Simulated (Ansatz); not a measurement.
Diamond-structure Si, treated with LDA in Ansatz (plane waves, PAW).

Run with plane-wave cutoff 520 eV, 12×12×12 k mesh, perturbation theory, force constants from a 4×4×4 q mesh, scalar-relativistic PAW data made under PBE.

Computed at the level's own relaxed cell. Harmonic vibrational thermodynamics at fixed volume:

| T (K) | S_vib (J/K per mol of atoms) | C_V (J/K per mol of atoms) | F_vib (eV/atom) |
|---|---|---|---|
| 0 | 0.00 | 0.00 | 0.0612 |
| 100 | 4.32 | 7.69 | 0.0598 |
| 200 | 12.37 | 15.79 | 0.0512 |
| 300 | 19.65 | 19.89 | 0.0345 |
| 500 | 30.66 | 22.87 | -0.0184 |
| 900 | 44.59 | 24.27 | -0.1769 |
| 1000 | 47.16 | 24.39 | -0.2245 |

The crystal is taken as a harmonic solid at every temperature: melting, phase changes and thermal expansion are not seen.

At Γ the run gives TO 513 cm⁻¹ and LO 513 cm⁻¹.

Measured, for comparison: zone-centre TO phonon frequency 525 cm⁻¹ (low temperature, zero-point motion not removed; as tabulated in Tanner et al. (2021), arXiv:2110.11888). Computed (rounded) less measured: zone-centre TO phonon frequency -2 %.

Ansatz is a first-principles code.
